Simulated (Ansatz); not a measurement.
`[PH]` (triplet), relaxed with UKS PBE0-D4/def2-TZVP in the Gaussian-basis code of Ansatz from a PBE-D4/def2-SVP geometry. The force threshold is 0.005 eV/Å; the program also tests the step.

The species carries charge 0 and has multiplicity 3.

Start:

```xyz
2

P    -0.431   -0.019   -0.583
H     0.431    0.019    0.583
```

Problem. By how much does the energy fall, and how many steps does the optimiser take? (Estimate.)

Solution. Computed: 0.45 kJ/mol, in 2 steps.

Problem. Which bonds change most? (Estimate.)

Solution. The calculation gave: P1–H2 from 1.450 to 1.428 Å.

Problem. Give the relaxed structure. (Estimate.)

Solution. Computed: 
```xyz
2

P    -0.424   -0.018   -0.574
H     0.424    0.018    0.574
```
